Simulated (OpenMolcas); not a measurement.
# HF/cc-pV5Z (RICD fitting, fitting threshold 1e-05) run of PN (phosphorus nitride)

Aim: the energy change on altering one bond length of PN (phosphorus nitride) at HF/cc-pV5Z (RICD fitting, fitting threshold 1e-05), from 2 runs. 

The calculation is run with OpenMolcas 26.06.

## (1) Starting point

PN has 2 atoms, charge 0, and is taken as a singlet. As SMILES, `N#P`. The bond length is the measured one.

Bond lengths: N1–P2 1.491 Å.

## (2) A single-point energy at HF/cc-pV5Z (RICD fitting, fitting threshold 1e-05)

geom.xyz reads:

```xyz
2

N      0.000000     0.000000     0.000000
P      0.000000     0.000000     1.490866
```

job.inp reads:

```
>>> EXPORT MOLCAS_PRINT=2

&GATEWAY
  BasLib=$CurrDir
  Coord=geom.xyz
  Basis=cc-pV5Z
  Group=NoSym
  RICD
  CDThreshold=1e-05

&SEWARD

&SCF
  PrOrbitals=0
```

The basis set cc-pV5Z is read from a file made from the Basis Set Exchange's data (not shown).

The run is started by

```sh
$ export MOLCAS_MEM=1860
$ pymolcas job.inp > job.log
```

The log of the run:

```text
--- Start Module: gateway ---
[...]
--- Stop Module: gateway /rc=_RC_ALL_IS_WELL_ ---
[...]
--- Start Module: seward ---
[...]
      Basis functions          186
[...]
--- Stop Module: seward /rc=_RC_ALL_IS_WELL_ ---
[...]
--- Start Module: scf ---
[...]
       Convergence after  12 Iterations
[...]
::    Total SCF energy                               -395.1875446473
[...]
      Total spin, S                                     0.0000000000
[...]
      Total electronic charge=   22.000000
      Total            charge=   -0.000000
[...]
      Dipole Moment (debye):
      Origin of the operator (angstrom)=    0.0000    0.0000    1.0267
                   X=  1.4031E-13               Y= -8.1069E-13               Z=  3.2670E+00           Total=  3.2670E+00
      Quadrupole Moment (debye*angstrom):
[...]
--- Stop Module: scf /rc=_RC_ALL_IS_WELL_ ---
[...]
```

Wall time 38 s (1 thread of Arm Neoverse V1, shared host); peak memory 0.35 GiB.

## (3) The distorted shape at the same level

geom.xyz reads:

```xyz
2

N      0.000000     0.000000    -0.745434
P      0.000000     0.000000     1.490866
```

job.inp: that of step 2 with these lines changed.

```diff
@@ -1,2 +1,2 @@
->>> EXPORT MOLCAS_PRINT=2
+* NP Hartree-Fock
```

The basis set cc-pV5Z is read from a file made from the Basis Set Exchange's data (not shown).

The run is started by

```sh
$ export MOLCAS_MEM=1860
$ pymolcas job.inp > job.log
```

The log of the run:

```text
--- Start Module: gateway ---
[...]
--- Stop Module: gateway /rc=_RC_ALL_IS_WELL_ ---
[...]
--- Start Module: seward ---
[...]
      Basis functions          186
[...]
--- Stop Module: seward /rc=_RC_ALL_IS_WELL_ ---
[...]
--- Start Module: scf ---
[...]
       Convergence after  20 Iterations
[...]
::    Total SCF energy                               -394.8694887050
[...]
      Total spin, S                                     0.0000000000
[...]
      Total electronic charge=   22.000000
      Total            charge=   -0.000000
[...]
      Dipole Moment (debye):
      Origin of the operator (angstrom)=    0.0000    0.0000    0.7946
                   X=  1.7605E-13               Y=  3.4654E-14               Z=  2.9084E+00           Total=  2.9084E+00
      Quadrupole Moment (debye*angstrom):
[...]
--- Stop Module: scf /rc=_RC_ALL_IS_WELL_ ---
[...]
```

Run time: 44 s. Hardware: 1 thread of Arm Neoverse V1, shared host; peak memory 0.35 GiB.

## (4) Outcome

At HF/cc-pV5Z (RICD fitting, fitting threshold 1e-05):

| quantity | value |
| --- | --- |
| first shape: total energy | -395.18754 Eh |
| first shape: dipole moment | 3.27 D |
| first shape: HOMO energy | -12.06 eV |
| first shape: LUMO energy | 1.03 eV |
| first shape: HOMO–LUMO gap | 13.09 eV |
| distorted shape: total energy | -394.86949 Eh |
| distorted shape: dipole moment | 2.91 D |
| distorted shape: HOMO energy | -9.39 eV |
| distorted shape: LUMO energy | -1.65 eV |
| distorted shape: HOMO–LUMO gap | 7.75 eV |
| energy change with the N1–P2 bond stretched from 1.491 to 2.236 Å | 8.655 eV |

What this shows: With the N1–P2 bond stretched from 1.491 to 2.236 Å the energy rises by 8.65 eV (200 kcal/mol). The first shape isn't relaxed at this level, so the change isn't measured from a minimum. A restricted reference can't describe the breaking bond well at this length.
